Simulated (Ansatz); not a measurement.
# Where PBE holds and where it fails for zinc-blende GaAs

Programs: Ansatz (an electronic-structure program).

```json
[
 {"property": "equilibrium lattice constant a (Å)", "PBE": "5.745", "LDA": "5.603", "r²SCAN": "5.667", "reference": "5.64", "PBE less reference": "+1.86 %"},
 {"property": "bulk modulus B0 (GPa)", "PBE": "60.3", "LDA": "74.3", "r²SCAN": "72.3", "reference": "76.7", "PBE less reference": "-21 %"},
 {"property": "cohesive energy (eV/atom)", "PBE": "3.15", "LDA": "4.04", "r²SCAN": "3.31", "reference": "3.34", "PBE less reference": "-0.19 eV/atom"},
 {"property": "band gap (eV), at the measured cell, all with SOC", "PBE": "0.41", "LDA": "0.17", "r²SCAN": "0.91", "reference": "1.57", "PBE less reference": "-1.16 eV"},
 {"property": "TO(Γ) frequency (cm⁻¹)", "PBE": "252", "LDA": "269", "r²SCAN": "265", "reference": "271*", "PBE less reference": "-7.0 %"},
 {"property": "elastic constant C11 (GPa)", "PBE": "99.4", "LDA": "117", "r²SCAN": "117", "reference": "119*", "PBE less reference": "-16.5 %"},
 {"property": "elastic constant C44 (GPa)", "PBE": "51.3", "LDA": "58.6", "r²SCAN": "60.4", "reference": "60*", "PBE less reference": "-14.5 %"},
 {"property": "polycrystal shear modulus (GPa)", "PBE": "40.7", "LDA": "45.9", "r²SCAN": "47.7", "reference": "–", "PBE less reference": "–"},
 {"property": "enthalpy of formation (eV/atom)", "PBE": "-0.352", "LDA": "-0.322", "r²SCAN": "-0.453", "reference": "-0.37*", "PBE less reference": "+0.018 eV/atom"}
]
```

PBE is well off the measurement for the lattice constant a (+1.86 %, at least halved by LDA, r²SCAN); bulk modulus (-21 %, at least halved by LDA, r²SCAN); band gap (-1.16 eV); elastic constant C11 (-16.5 %); elastic constant C44 (-14.5 %).  In between, or not called against an uncorrected reference: cohesive energy (-0.19 eV/atom), zone-centre TO phonon frequency (-7.0 %), formation enthalpy (+0.018 eV/atom). Where no measured value is used, PBE differs from r²SCAN by -14.7 % in the Voigt–Reuss–Hill shear modulus.

A star marks values at room or unstated temperature without corrections; heat and zero-point motion as a rule enlarge cells and lower moduli and gaps.

The measured gap has a computed or estimated zero-point shift taken out.

Called well off clearly beyond 0.50 % for the lattice constant a, 10.0 % for the bulk modulus, 0.20 eV/atom for the cohesive energy, 0.20 eV for the band gap, 12.0 % for the zone-centre TO phonon frequency, 0.120 eV/atom for the formation enthalpy (bounds picked here from the quality of each reference); the elastic constant C11 is called against an uncorrected reference, since a correction would as a rule widen the miss or is far smaller; the elastic constant C44 is called against an uncorrected reference, since a correction would as a rule widen the miss or is far smaller.

The references are measured values: lattice constant a corrected to a static lattice, bulk modulus corrected to a static lattice, cohesive energy corrected to a static lattice, band gap corrected to a static lattice, zone-centre TO phonon frequency unstated, elastic constant C11 unstated, elastic constant C44 unstated, formation enthalpy room temperature.

Unless a row names a cell, each level is at its own relaxed cell.

Density-functional gaps are differences of (generalised) Kohn–Sham levels.

Ansatz's density-functional and Hartree–Fock values are scalar-relativistic unless marked +SOC, with PAW data made under PBE.

References as tabulated in Mejia-Rodriguez and Trickey (2018), arXiv:1807.09216; Chen et al. (2018), doi:10.1103/physrevmaterials.2.073803; Han and Bester (2011), arXiv:1107.0196; Bastos et al. (2018), arXiv:1801.07526 and others.
